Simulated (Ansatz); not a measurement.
Take InAs in the zinc blende structure (space group F-43m, No. 216; a = 6.186 Å) as the base.

Calculations: Ansatz (a program for electronic structure), PBE, PAW, cutoff 420 eV, scalar-relativistic without spin-orbit coupling.

Now apply this change: Al takes the place of In on all its sites, then cell and atoms are relaxed.

Measured lattice parameter a: InAs 6.047 Å (static lattice; corrected from measurement; as listed in Daniel Mejia-Rodriguez, S. B. Trickey, Phys. Rev. B (2018)); AlAs 5.649 Å (static lattice; corrected from measurement; as listed in Daniel Mejia-Rodriguez, S. B. Trickey, Phys. Rev. B (2018)).

Problem. How well does PBE reproduce the measured shift?

Solution. With PBE the lattice parameter a moves by -0.458 Å (6.186 → 5.728) against -0.398 Å measured.

Stability against distortions was not tested. The final runs are not spin-polarised.
